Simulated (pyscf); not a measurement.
Elementary routes open to B–Cl (SMILES [B]Cl) [singlet] + NH₃ (SMILES N) in the gas phase (singlet surface):
A. HN=B–Cl (SMILES N=BCl) + H₂ (SMILES [H][H]) (H–N, H–N broken; B–N, H–H formed)
B. H₂N–BH–Cl (SMILES NBCl) (H–N broken; B–N, B–H formed)

Structures and frequencies: ωB97X-D3(BJ)/def2-SVP in PySCF.

Problem. Rank the routes by free-energy barrier at 600 K, lowest first, for ωB97M-D3(BJ)/def2-TZVP energies (ideal gas, 1 atm, RRHO with modes under 100 cm⁻¹ raised to 100, one conformer, R ln 2 for chiral ones without a mode under 150 cm⁻¹).

Solution. B (26.7 kcal/mol), A (56.8 kcal/mol)

Route B is the fastest of these, ahead of the next by 30.1 kcal/mol. The most stable products are those of B (ΔG = -75.4 kcal/mol), so kinetics and thermodynamics agree. At 1200 K B is still the fastest. A: On the reactant side the descent ends in an adduct with a B–N contact, 9.3 kcal/mol under the separated species and 54.9 kcal/mol under the saddle at ωB97X-D3(BJ)/def2-TZVP. B: On the reactant side the descent ends in an adduct with a B–N contact, 9.3 kcal/mol under the separated species and 18.0 kcal/mol under the saddle at ωB97X-D3(BJ)/def2-TZVP. Only these routes are compared; each barrier is that of the saddle found, and lower ones may exist. One closed-shell reference is unstable to symmetry breaking; treat the single-reference values with care.
